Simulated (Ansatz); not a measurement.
BH5N2, SMILES `NBN`, relaxed with RKS PBE0-D4/def2-TZVP in Ansatz from a PBE-D4/def2-SVP geometry. The force threshold is 0.005 eV/Å; the program also tests the step.

Charge 0, multiplicity 1.

Start:

```xyz
8

N    -0.366    0.664    1.009
B    -0.408    0.030   -0.261
N     0.681   -0.710   -0.790
H     0.442    0.648    1.631
H    -1.152    1.194    1.375
H    -1.429    0.123   -0.926
H     0.652   -1.129   -1.716
H     1.580   -0.820   -0.322
```

(1) How much energy does the relaxation release, and in how many steps? (An estimate is asked.)

(2) Which bonds change most? (Best estimate.)

(3) Give the relaxed structure. (Estimate.)

Answers

(1) The calculation gave: 2.87 kJ/mol, in 4 steps.

(2) The calculation gave: B2–H6 from 1.221 to 1.200 Å; N3–H8 from 1.020 to 1.005 Å; N1–H4 from 1.019 to 1.005 Å; N1–H5 from 1.017 to 1.002 Å.

(3) Computed: 
```xyz
8

N    -0.362    0.662    1.000
B    -0.403    0.035   -0.261
N     0.683   -0.690   -0.792
H     0.431    0.645    1.618
H    -1.144    1.174    1.363
H    -1.406    0.123   -0.913
H     0.637   -1.130   -1.691
H     1.563   -0.819   -0.324
```
